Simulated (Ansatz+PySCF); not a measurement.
Values are calculated unless marked as measured or tabulated.
## Several solutions for singlet Na₂

```xyz
2

Na    0.0000    0.0000   -1.5627
Na    0.0000    0.0000    1.5627
```

Basis set: def2-SVP (spherical functions). Charge 0, multiplicity 1.

UHF was run from several starts with Ansatz (development build ahead of 0.2.0) and PySCF 2.14.0.

```
run  program                                 start  converged  energy (hartree)  <S²>
  A    PySCF      guess 1e, instabilities followed        yes        -323.58666  0.40
  B   Ansatz               stability test followed        yes        -323.58666  0.40
  C    PySCF  guess huckel, instabilities followed        yes        -323.58666  0.40
  D    PySCF                      program defaults        yes        -323.58463  0.00
  E   Ansatz               atomic start, no search        yes        -323.58463  0.00
  F    PySCF    guess atom, instabilities followed        yes        -323.58666  0.40
  G   Ansatz           search for the lowest state        yes        -323.58666  0.40
  H    PySCF   guess minao, instabilities followed        yes        -323.58666  0.40
```

(1) Which runs reached the lowest solution of this kind, and what is wrong with the others?

Answers

(1) A, B, C, F, G, H reached the lowest solution found. Converged but too high: D by 0.06 eV, E by 0.06 eV. Convergence only shows a stationary point, and even a stable one can lie too high; stability tests and further starts are what find lower ones. Caution: the unrestricted determinant is spin contaminated. Caution: the determinant breaks the point group.
